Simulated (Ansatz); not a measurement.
`F[Si]S` at its PBE0-D4/def2-TZVP geometry, where that method's forces vanish. The species carries charge 0 and has multiplicity 1.

```json
{"atom": "F1", "x (Å)": "1.5599", "y (Å)": "0.1185", "z (Å)": "0.1441"}
{"atom": "Si2", "x (Å)": "0.3302", "y (Å)": "0.4795", "z (Å)": "1.1283"}
{"atom": "S3", "x (Å)": "-1.3275", "y (Å)": "-0.0997", "z (Å)": "-0.1198"}
{"atom": "H4", "x (Å)": "-0.5626", "y (Å)": "-0.4983", "z (Å)": "-1.1526"}
```

For each bond, give half the difference of the two atoms' forces along it (eV/Å; positive pushes the atoms apart) under PBE-D4, r2SCAN-D4, B3LYP-D4, ωB97M-V in def2-TZVPP. (Estimate.)

Ansatz gave: 
```csv
bond,length (Å),PBE-D4,r2SCAN-D4,B3LYP-D4,ωB97M-V
F1–Si2,1.616,0.63,0.07,0.22,0.13
Si2–S3,2.154,0.23,0.09,0.19,-0.01
S3–H4,1.346,0.26,0.01,-0.02,-0.10
```

B3LYP here is the variant with VWN-RPA as its local correlation; programs differ in this.
